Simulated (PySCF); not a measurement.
## CN, SMILES `[C]#N` (charge 0, multiplicity 2)

Computed with PBE-D3(BJ)/def2-TZVP // PBE0-D4/def2-TZVP run with PySCF.

```yaml
highest_occupied_spin_orbital: -9.42 eV
dipole_moment: 1.15 D
total_energy: -2520.94 eV
cost: very roughly 5 core-seconds
```

```xyz
2

C      0.5800     0.0000     0.0000
N     -0.5801     0.0000     0.0000
```
Charge 0, spin multiplicity 2.
